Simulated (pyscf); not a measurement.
Single points on ωB97X-D3(BJ)/def2-SVP structures (PySCF, gas phase). MP2 and CC: frozen core, UHF for open shells. ΔMP2 is the change of the MP2 total energy from the triple- to the quadruple-zeta basis.

SMILES: CO
```xyz
6

C      0.5969    -0.5456     0.3198
O      1.0868     0.6880    -0.1447
H      0.4957    -0.5832     1.4227
H     -0.4064    -0.6889    -0.1097
H      1.2206    -1.4053     0.0038
H      1.9655     0.8194     0.2268
```

Question: What are the homolytic bond dissociation enthalpies (298 K) of `[CH3][OH]` at CCSD(T)/def2-TZVPP + ΔMP2(QZVPP), weakest first?

Answer: C–O to CH₃• + OH•: 90.8 kcal/mol; C–H to •H₂C–OH + H•: 95.9 kcal/mol; H–O to H₃C–O• + H•: 104.7 kcal/mol. Ring and multiple bonds, and those that leave no two simple radicals, are not listed. H₃C–O• lies 7.0 kcal/mol over its isomer •H₂C–OH, and others may lie lower still (electronic energy, ωB97M-D3(BJ)). Other isomers of •H₂C–OH were not searched in full and may lie lower. The CCSD(T) − MP2 part came from Ansatz, without density fitting, on the same reference. Left out: the spin-orbit lowering of OH.
